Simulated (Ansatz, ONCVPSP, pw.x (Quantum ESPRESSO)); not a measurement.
**Os (Z = 76): does the ONCV potential hold in the solid?**

osmium (Os), optimised norm-conserving Vanderbilt (ONCV), made with ONCVPSP 4.0.1.1 (patched build) (PBEsol, scalar-relativistic). Core [Kr] 4d10 4f14, reference 5s2 5p6 5d6 6s1.75 (charge +0.25). Waves: 5s+6s: rc 1.90 bohr, ncon 4, nbas 7, qcut 7.2 1/bohr, 2 projectors; 5p: rc 1.50 bohr, ncon 4, nbas 8, qcut 10.6 1/bohr, 2 projectors, debl 3 Ha; 5d: rc 2.00 bohr, ncon 3, nbas 8, qcut 7 1/bohr, 2 projectors, debl 1 Ha. Local part: polynomial inside 1.45 bohr (lpopt 3, dvloc0 2 Ha). Core correction: none.

Crystal test: bcc Os in pw.x 7.5, no spin, 15³ k-points, Fermi–Dirac smearing 0.01 Ry, cutoffs 95/380 Ry. The reference is all-electron LAPW (Ansatz 0.2.0) with the same functional, mesh and smearing; V0 and B0 come from Birch–Murnaghan fits to the pressures at five volumes. Errors are pseudo minus all-electron; Δ is the rms difference of the E(V) curves that follow from these fits, minima aligned, over ±6 % about the mean V0. Mesh and smearing are coarse, so the numbers serve the comparison and aren't converged zero-temperature values; the lattice is a test structure that the element need not adopt.

All-electron: a0 = 3.063 Å (V0 = 14.37 Å³/atom), B0 = 379.8 GPa.

Q: How far does the potential miss the all-electron equation of state?

A: mean pressure error (GPa): -2.81; a0 (Å): 3.055; a0 error (%): -0.24; B0 error (%): +0.7; Δ (meV/atom): 8.8.

| V (Å³/atom) | P all-electron (GPa) | P pseudo (GPa) |
| --- | --- | --- |
| 13.631 | 22.64 | 19.26 |
| 13.989 | 10.78 | 7.72 |
| 14.348 | 0.50 | -2.28 |
| 14.707 | -8.41 | -10.93 |
| 15.065 | -16.11 | -18.41 |

Q: At the middle volume, how do free energy and pressure move when the wave cutoff is lowered (ecutrho kept at four times it)?

A:

| cutoff (Ry) | shift of F (meV/atom) | shift of P (GPa) |
| --- | --- | --- |
| 43 | +4280.6 | -130.33 |
| 57 | +877.9 | -47.56 |
| 76 | +48.8 | -4.75 |

The run at the middle volume (120 k-points, 8 iterations) took about 22 s on one core of a shared host (Intel(R) Xeon(R) Platinum 8488C, 96 threads, 744 GiB, load 50).
